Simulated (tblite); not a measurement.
Isomers of C4H7OP. Calculated harmonic vibrations of the isolated species, GFN2-xTB (tblite), most abundant isotopes, no scaling. The method is semi-empirical: single wavenumbers can be off by several per cent or more. Modes of hydrogen on phosphorus can be 10 to 20 % off. One conformer each.

Electronic energies: GFN2-xTB at the same geometries; isomer energies are rough at this level and their order can be wrong.

```
         SMILES  electronic energy, lowest = 0 (kJ/mol)
   CCP1(=O)C=C1                                   245.7
     C=PCC(C)=O                                   215.0
  O=[PH]1CC=CC1                                     0.0
C#CC[P@@H](C)=O                                   130.4
```

Task: How do GFN2-xTB zero-point energies change the relative energies?

Result: 
```
         SMILES  ZPE (kJ/mol)  of it from modes above 1550 cm⁻¹  electronic (kJ/mol)  with ZPE, lowest = 0 (kJ/mol)  lowest mode (cm⁻¹)  rings
  O=[PH]1CC=CC1         261.2                             131.2                  0.0                            0.0                  84      1
C#CC[P@@H](C)=O         250.1                             136.7                130.4                          119.3                  64      0
     C=PCC(C)=O         259.0                             137.6                215.0                          212.8                  57      0
   CCP1(=O)C=C1         259.5                             136.6                245.7                          244.1                  59      1
```

The zero-point energies span 11.1 kJ/mol, from `C#CC[P@@H](C)=O` to `O=[PH]1CC=CC1`. The order is unchanged.

Task: What do entropy and thermal enthalpy add at 298.15 K and 1 bar (rigid rotor, harmonic oscillator, one conformer each)?

Result: 
| SMILES | point group | symmetry number | S (J/(mol K)) | H − H(0) (kJ/mol) | ZPE + H − H(0) − TS (kJ/mol) |
| --- | --- | --- | --- | --- | --- |
| O=[PH]1CC=CC1 | Cs | 1 | 325.2 | 18.39 | 182.6 |
| C#CC[P@@H](C)=O | C1 | 1 | 364.0 | 23.53 | 165.1 |
| C=PCC(C)=O | C1 | 1 | 364.3 | 22.74 | 173.1 |
| CCP1(=O)C=C1 | C1 | 1 | 352.6 | 21.98 | 176.4 |
